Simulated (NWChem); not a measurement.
fluoromethane (CH3F); SMILES CF

Results from NWChem. Pople sets run with spherical d functions. The geometry was optimised at PBE0/def2-SVP. B3LYP is NWChem's, with the RPA form of VWN correlation. Core excitations by TDA in a window of 1s orbitals, non-relativistic and unshifted: absolute energies depend strongly on the exact-exchange share.

```
level                         first 1s excitation (eV)  dipole oscillator strength of the first  first state with f > 0.002 (eV)  dipole oscillator strength of that state
----------------------------  ------------------------  ---------------------------------------  -------------------------------  ----------------------------------------
F K edge, PBE/6-311G**                           659.9                                   0.0002                            661.7                                    0.0180
F K edge, BHandHLYP/6-311G**                     685.1                                   0.0369                            685.1                                    0.0369
C K edge, PBE0/cc-pVTZ                           279.5                                   0.0285                            279.5                                    0.0285
C K edge, B3LYP/cc-pVTZ                          278.4                                        …                            278.4                                         …
```

Task: Fill in the missing entries.

Result: 
- C K edge, B3LYP/cc-pVTZ, dipole oscillator strength of the first: 0.0210
- C K edge, B3LYP/cc-pVTZ, dipole oscillator strength of that state: 0.0210
